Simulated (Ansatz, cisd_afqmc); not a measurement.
System: NH2, charge 0, doublet. NH2 (SMILES [NH2], doublet).
B3LYP-D3(BJ)/def2-TZVP minimum from Ansatz (a first-principles code):
```xyz
3

N      0.0046     0.0019     0.1418
H     -0.0276     0.7996    -0.5065
H     -0.0044    -0.8126    -0.4860
```
Charge 0, spin multiplicity 2.

Total energies in aug-cc-pVTZ, 7 correlated electrons, 1 frozen orbitals. Radicals and triplets start from unrestricted determinants; spin-orbit coupling is neglected. Cores are frozen in correlated methods. No relativity. The Monte Carlo rows (phaseless AFQMC, CISD trial, step 0.005/hartree) carry one-sigma bars that omit the constraint's bias. Outlying blocks are dropped, and bars are widened where a walk drifts. Over all cases where full CI ran beside it in this data, AFQMC minus full CI had a median of +0.1 mEh and passed +0.4 mEh in a tenth of the cases.

```tsv
method	program	energy (Eh)	minus CCSDT(Q) (mEh)
HF	Ansatz	-55.58783	212.68
MP2	Ansatz	-55.77658	23.94
CCSD	Ansatz	-55.79361	6.91
CCSD(T)	Ansatz	-55.79984	0.67
CCSDT(Q)	Ansatz	-55.80052	0.00
AFQMC/CISD	cisd_afqmc	-55.8004 ± 0.0002	0.1 ± 0.2
```

Rough core times of Ansatz's runs on a shared machine: CCSD(T) under 20 s, CCSDT(Q) 6 min.
